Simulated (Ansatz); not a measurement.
Input file:

```yaml
crystal:
  periodic: [false, false, false]
  atoms:
    - {symbol: B, position_ang: [-2.118253, 0.040114, 0.000000]}
    - {symbol: H, position_ang: [-2.714986, 1.073685, 0.000000]}
    - {symbol: H, position_ang: [-2.714986, -0.993457, 0.000000]}
    - {symbol: H, position_ang: [-0.691253, 0.040114, 0.000000]}
    - {symbol: Si, position_ang: [0.924747, 0.040114, 0.000000]}
    - {symbol: H, position_ang: [1.536928, -0.834170, 1.090012]}
    - {symbol: H, position_ang: [1.536928, -0.834170, -1.090012]}
basis:
  gaussian: {orbitals: STO-3G}
magnetization: {spin_polarized: false}
correlation: {method: ccsd_t, electrons: valence}
output: {forces: true}
```

```sh
$ ansatz run in.yaml --threads 1 --pin off --events-out ev --progress --plain --max-ram 2393MiB
```

Output:

```
222 factors; integrals over basis functions are off by at most 5.2e-5 eV
mean field evaluation 1: about -8506.7876 eV, gradient 1.4e1 eV
mean field evaluation 2: about -8506.8043 eV, gradient 1.4e1 eV
mean field evaluation 4: about -8508.0295 eV, gradient 9.7e-1 eV
mean field evaluation 8: about -8508.0361 eV, gradient 5.8e-5 eV
mean field evaluation 16: about -8508.0358 eV, gradient 1.6e-1 eV
mean field -8508.03606196 eV, -312.6645583232 hartree, gradient 1.3e-6 eV, S^2 0.000000; 0 other end points of the search recorded, 0 dependent functions left out; unrestricted orbitals would lower it
6 core orbitals not correlated: weight in the atoms' cores, before any rotation towards them, 1.000 or more for the frozen orbitals, at most 0.000 for the correlated occupied ones
reference -8508.03606196 eV, -312.6645583232 hartree; 6, 6 occupied and 7, 7 virtual orbitals, 222 factors
second order -2.21926317 eV of doubles, -0.00000000 eV of singles
cycle   1  -2.87526377 eV  change   -6.6e-1 eV  update   7.8e-2
cycle   2  -3.28887946 eV  change   -4.1e-1 eV  update   3.8e-2
cycle   3  -3.31524725 eV  change   -2.6e-2 eV  update   1.3e-2
cycle   4  -3.31999145 eV  change   -4.7e-3 eV  update   6.2e-3
cycle   5  -3.32048620 eV  change   -4.9e-4 eV  update   2.4e-3
cycle   6  -3.31971069 eV  change    7.8e-4 eV  update   9.6e-4
cycle   7  -3.31960799 eV  change    1.0e-4 eV  update   4.3e-4
cycle   8  -3.31983720 eV  change   -2.3e-4 eV  update   1.9e-4
cycle   9  -3.31985791 eV  change   -2.1e-5 eV  update   7.3e-5
cycle  10  -3.31980554 eV  change    5.2e-5 eV  update   2.0e-5
cycle  11  -3.31980054 eV  change    5.0e-6 eV  update   5.5e-6
cycle  12  -3.31980100 eV  change   -4.6e-7 eV  update   1.6e-6
perturbative correction -0.03370498 eV, -0.0012386351 hartree
the calculation of the forces begins
Total energy: -8511.38956794 eV, -312.7877973947 hartree
Atom 0 at    -2.118253     0.040114     0.000000 Å, force     1.194609    -0.582263     0.000000 eV/Å
Atom 1 at    -2.714986     1.073685     0.000000 Å, force     0.293598    -0.104252     0.000000 eV/Å
Atom 2 at    -2.714986    -0.993457     0.000000 Å, force     0.111613     0.142777    -0.000000 eV/Å
Atom 3 at    -0.691253     0.040114     0.000000 Å, force    -4.100284     0.100519    -0.000000 eV/Å
Atom 4 at     0.924747     0.040114     0.000000 Å, force     4.247530     0.040795     0.000000 eV/Å
Atom 5 at     1.536928    -0.834170     1.090012 Å, force    -0.873533     0.201213    -0.483708 eV/Å
Atom 6 at     1.536928    -0.834170    -1.090012 Å, force    -0.873533     0.201213     0.483708 eV/Å
Dipole moment:    -0.213492     0.025775    -0.000000 e Å
```

Forces (eV/Å):
```
B    1.195 -0.582  0.000
H    0.294 -0.104  0.000
H    0.112  0.143  0.000
H   -4.100  0.101  0.000
Si   4.248  0.041  0.000
H   -0.874  0.201 -0.484
H   -0.874  0.201  0.484
```

Ran on 1 thread of Arm Neoverse V2, shared host: 0.24 s wall, 0.07 GiB peak host memory.
